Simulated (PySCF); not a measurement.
## 1,1-dichloroethane (SMILES CC(Cl)Cl)

Geometry (Å), atoms numbered from 1 in this order:
```xyz
8

C    -0.8108   -0.0261   -0.1546
C     0.6367    0.0350    0.2480
Cl    1.4351    1.4477   -0.4769
Cl    1.4843   -1.4582   -0.2110
H    -1.3176    0.8874    0.1608
H    -1.2880   -0.8837    0.3226
H    -0.8994   -0.1264   -1.2363
H     0.7665    0.1354    1.3226
```

Method: PySCF, quadratic response CAM-B3LYP/aug-cc-pVTZ first hyperpolarisability, Taylor convention, gas phase. Geometry: PBE0-D3(BJ)/def2-TZVP.

**Question.** Give the tensor of the static β(0;0,0) in the axes of these coordinates.

**Answer.** In au, Taylor convention; rows are the first index (the induced dipole):
```
      xx     yy     zz     xy    xz     yz
x  -15.1  +12.7   +6.2   -0.8  -1.5   -0.4
y   -0.8   -2.9   +4.7  +12.7  -0.4  -12.5
z   -1.5  -12.5  +24.2   -0.4  +6.2   +4.7
```
Norm of βᵢ = ⅓ Σⱼ (βᵢⱼⱼ + βⱼᵢⱼ + βⱼⱼᵢ): 10.9 au, hyper-Rayleigh value 14.0 au.
